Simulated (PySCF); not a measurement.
Molecule: SMILES N=C1CCC1, C4H7N.

Geometry (Å), atoms numbered from 1 in this order:
```xyz
12

N     2.016   -0.806   -0.256
C     0.858   -0.350   -0.060
C     0.181    1.015   -0.093
C    -1.180    0.292    0.056
C    -0.446   -1.059    0.246
H     2.667   -0.042   -0.469
H     0.456    1.650    0.765
H     0.341    1.598   -1.014
H    -1.794    0.331   -0.854
H    -1.798    0.620    0.904
H    -0.482   -1.459    1.272
H    -0.704   -1.875   -0.446
```

Spin–spin couplings on one PBE0-D3(BJ)/def2-SVP geometry, PySCF 2.14.0 with density-fitted response routines, gas phase, non-relativistic, equivalent pairs averaged (spin–dipole term only in couplings to heteroatoms); isotopes 13C, 1H, 15N; basis pcJ-1.

How do the couplings (Hz) change with the functional? Times are CPU seconds on shared hosts with different chips, so compare them loosely.

## Answers


| functional | functions | 1J(C4,H9) | 1J(C5,H11) | 1J(C3,H7) | 1J(N1,H6) | 1J(C2,C5) | 1J(C4,C5) | 1J(C3,C4) | core-s |
| --- | --- | --- | --- | --- | --- | --- | --- | --- | --- |
| LDA | 205 | 110.1 | 108.4 | 107.4 | -39.9 | 22.4 | 15.7 | 15.6 | 11 |
| PBE | 205 | 131.3 | 129.1 | 127.9 | -42.7 | 32.8 | 24.9 | 24.6 | 17 |
| KT2 | 205 | 138.4 | 135.9 | 134.7 | -43.7 | 24.1 | 17.6 | 17.1 | 17 |
| B3LYP | 205 | 143.2 | 141.5 | 140.1 | -48.8 | 39.4 | 30.9 | 30.8 | 19 |
| PBE0 | 205 | 135.7 | 133.9 | 132.5 | -45.9 | 38.6 | 29.8 | 29.7 | 17 |
| B97-2 | 205 | 129.5 | 127.4 | 126.1 | -45.7 | 37.8 | 29.5 | 29.4 | 16 |
| BHandHLYP | 205 | 153.8 | 152.6 | 151.1 | -55.2 | 50.1 | 39.9 | 39.9 | 18 |
| CAM-B3LYP | 205 | 140.6 | 139.2 | 137.8 | -48.5 | 39.3 | 30.7 | 30.8 | 23 | Left out for a near triplet instability: HF/pcJ-1.
